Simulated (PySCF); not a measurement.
Species: C₃H₄O (triplet state).
Numbering: `[CH3:1][C:2][CH:3]=[O:4]` (hydrogens: H5, H6, H7 on C1; H8 on C3)

Structure used (PBE0-D3(BJ)/def2-SVP), in Å, numbered top down from 1:
```
atom  x, y, z in Å
C1    -1.138    0.062   -0.040
C2     0.077   -0.463    0.570
C3     1.459   -0.159    0.468
O4     2.370   -0.717    1.064
H5    -1.836    0.450    0.722
H6    -0.911    0.885   -0.745
H7    -1.679   -0.722   -0.598
H8     1.677    0.683   -0.246
```

The hyperfine couplings belong to this conformer and change with its torsions.

Method: UKS B3LYP, IGLO-III on C O, pcH-1 on H, non-relativistic, mean-field spin-orbit, GIAO (PySCF). One conformer (not necessarily the lowest) at the PBE0-D3(BJ)/def2-SVP geometry, without solvent, vibrations or thermal averaging. This triplet need not be the ground state; the singlet was not compared here. The SCF solution wasn't tested for stability.

**Question.** Match the computed a_iso(13C) values +186.7, -15.7, -3.3 MHz with the sites C1; C2; C3.

**Answer.** 
```json
{"site": "C1", "a_iso (MHz)": "-3.3", "ρ(0) (bohr⁻³)": "-0.0058", "position": "1 bond from C2", "distance from C2 (Å)": "1.46", "spin population": "-0.10", "largest |T| (MHz)": "5.3"}
{"site": "C2", "a_iso (MHz)": "+186.7", "ρ(0) (bohr⁻³)": "+0.3322", "position": "largest spin population", "distance from C2 (Å)": "0.00", "spin population": "+1.63", "largest |T| (MHz)": "67.6"}
{"site": "C3", "a_iso (MHz)": "-15.7", "ρ(0) (bohr⁻³)": "-0.0279", "position": "1 bond from C2", "distance from C2 (Å)": "1.42", "spin population": "-0.10", "largest |T| (MHz)": "10.3"}
```

**Question.** Match the computed a_iso(1H) values +63.3, +54.1 MHz (means over equivalent nuclei) with the sites H5/H6/H7; H8.

**Answer.** 
```csv
site,a_iso (MHz),ρ(0) (bohr⁻³),position,distance from C2 (Å),bound to,spin population there,largest |T| (MHz)
H5/H6/H7,+63.3,+0.0283,"2 bonds from C2, on C1 of spin population -0.10",2.13,C1,-0.10,8.3
H8,+54.1,+0.0242,2 bonds from C2,2.13,C3,-0.10,7.3
```

ρ(0) is the spin density at the nucleus and T the dipolar tensor; entries for several nuclei are means. The largest Mulliken spin populations are on C2 (+1.63), O4 (+0.34), C1 (-0.10) and C3 (-0.10). The positive populations add up to 2.20 and the negative ones to -0.20, together 2S = 2.

Means are taken over nuclei equivalent by connectivity, which assumes that they swap fast.
